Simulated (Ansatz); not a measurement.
A series at B: from boron trifluoride, ligands are replaced one by one, each step taking up H₂ and setting free H–F; n counts the steps. Ansatz, PBE0-D4/def2-TZVP geometries.

```
n  molecule  HOMO energy, ωB97M-V/def2-TZVPP (eV)
0  `FB(F)F`                                -14.75
1     `FBF`                                -13.27
2      `BF`                                -11.70
3       BH₃                                     ?
```

By hand: fit a straight line y = ȳ + b (n − n̄) to the 3 given rows and predict n = 3.

n̄ = 1.000, ȳ = -13.240; Σ(n − n̄)(y − ȳ) = 3.050, Σ(n − n̄)² = 2.000, so b = 1.525 eV a step. Prediction: -13.240 + (1.525) × (2.000) = -10.19 eV.

By hand: compare with the computed value, -12.31 eV, and give the steps along the whole series.

The line misses by -2.12 eV (computed minus predicted). Steps: 1.48, 1.57, -0.61 eV.

The steps change sign along the series, so a line is a poor guide. The highest orbital can change its character along such a series. The miss is 69.5 % of the series' range.
